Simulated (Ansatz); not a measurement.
Geometry optimisation, Ansatz 0.2.0, UKS B3LYP-D4/STO-3G.

input.yaml

```yaml
crystal:
  periodic: [false, false, false]
  atoms:
    - { symbol: C, position_ang: [-1.5551, 0.8696, -0.4358] }
    - { symbol: O, position_ang: [-0.8729, -0.1532, 0.1397] }
    - { symbol: C, position_ang: [0.507, 0.0717, 0.1017] }
    - { symbol: C, position_ang: [1.3043, -1.2594, 0.3018] }
    - { symbol: Cl, position_ang: [1.0103, 1.1588, 1.4208] }
    - { symbol: H, position_ang: [-1.3221, 1.0562, -1.4989] }
    - { symbol: H, position_ang: [-1.4242, 1.8521, 0.102] }
    - { symbol: H, position_ang: [-2.6277, 0.6779, -0.4106] }
    - { symbol: H, position_ang: [0.8549, 0.5324, -0.7942] }
    - { symbol: H, position_ang: [0.9486, -1.9568, -0.4751] }
    - { symbol: H, position_ang: [0.9147, -1.7459, 1.2652] }
    - { symbol: H, position_ang: [2.3391, -1.1586, 0.3175] }
magnetization:
  spin_polarized: true
basis:
  gaussian: { orbitals: STO-3G }
hamiltonian:
  xc: b3lyp
  dispersion: d4
relax:
  f_tol: 0.02
  max_steps: 50
```

Run as:

```bash
$ ansatz run input.yaml --threads 1 --pin off --max-ram 2048MiB --backend cpu --events-out ev --progress --plain --runs-dir out
```

Question: Where does it end, and by what steps?

Answer: It converged. Limits of this set-up: minimal basis. After 5 steps the energy has fallen by 0.834 eV; H6 moved furthest, 0.15 Å.

```
step  energy less start (eV)  largest force component (eV/Å)  accepted
   0                  0.0000                           5.072       yes
   1                 -0.7219                           1.963       yes
   2                 -0.8232                           0.380       yes
   3                 -0.8331                           0.144       yes
   4                 -0.8343                           0.049       yes
   5                 -0.8343                           0.009       yes
```

```xyz
12
Properties=species:S:1:pos:R:3
C -1.609 0.944 -0.436
O -0.891 -0.251 0.057
C 0.516 0.009 0.047
C 1.266 -1.322 0.338
Cl 1.016 1.286 1.382
H -1.304 1.204 -1.472
H -1.426 1.816 0.225
H -2.684 0.686 -0.422
H 0.866 0.493 -0.897
H 1.055 -2.042 -0.469
H 0.925 -1.742 1.295
H 2.349 -1.136 0.386
```

Whether the end is a true minimum wasn't checked by a vibrational analysis.

The run took 25 s on 1 thread of Arm Neoverse V1, with other jobs on the host, peak memory 0.15 GiB.
